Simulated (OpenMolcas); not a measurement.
# Worked example: ideal-gas entropy of N2 (SMILES N#N)

A linear singlet with charge 0, relaxed at HF/cc-pVTZ (OpenMolcas 26.06):

```xyz
2

N     0.4559   -0.1472    0.2349
N    -0.4559    0.1472   -0.2349
```

Harmonic wavenumbers in cm⁻¹: 2732.

Masses in u: N 14.007. Take T = 298.15 K, p = 1 bar, R = 8.3145 J/(mol K), kT/hc = 207.22 cm⁻¹, rigid rotor and harmonic oscillator.

Q: Work out S° at 298 K.

A: 
1. Translation (Sackur–Tetrode): S = R[3/2 ln M + 5/2 ln T − 1.1517] with M = 28.014 gives 150.4 J/(mol K).
2. Rotation: the moment of inertia is 7.975 u Å², so B = 16.8576/I = 2.1137 cm⁻¹; σ = 2; q = kT/(σhcB) = 49.0; S = R(ln q + 1) = 40.7.
3. Vibration: with u = ν̃/207.22, each mode gives R[u/(eᵘ − 1) − ln(1 − e⁻ᵘ)]; the sum is 0.0.
4. Spin: R ln 1 = 0.0.
5. Sum: 150.4 + 40.7 + 0.0 + 0.0 = 191.1 J/(mol K).

The tabulated value is 191.6 J/(mol K) (CRC Handbook of Chemistry and Physics): the model is off by -0.5. Unscaled Hartree–Fock wavenumbers run high.
